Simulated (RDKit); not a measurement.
RDKit input (MMFF94):

```python
from rdkit import Chem
from rdkit.Chem import AllChem, rdDetermineBonds

mol = Chem.MolFromXYZFile('mol.xyz')
rdDetermineBonds.DetermineBonds(mol, charge=-1)
print('SMILES', Chem.MolToSmiles(Chem.RemoveHs(mol)))
ff = AllChem.MMFFGetMoleculeForceField(mol, AllChem.MMFFGetMoleculeProperties(mol))
e0 = ff.CalcEnergy()
flag = ff.Minimize(maxIts=5000, forceTol=1e-5)
print(f'energy {e0:.4f} -> {ff.CalcEnergy():.4f} kcal/mol, converged: {flag == 0}')
print(Chem.MolToXYZBlock(mol))
```
mol.xyz:
```
4

C     -0.03124793    -0.06375843    -1.25786558
C      0.00426770    -0.02343511    -0.00300284
H      0.07165628    -0.76285566    -2.05909856
O      0.01127814     0.16075211     1.20303864
```

Output:

```
SMILES C#C[O-]
energy 21.6950 -> -8.9883 kcal/mol, converged: True
4

C      0.030975   -0.383063   -1.180134
C      0.001217   -0.013883   -0.039858
H      0.057338   -0.710126   -2.190327
O     -0.033577    0.417774    1.293391
```

The dipole moment of an ion depends on the origin.
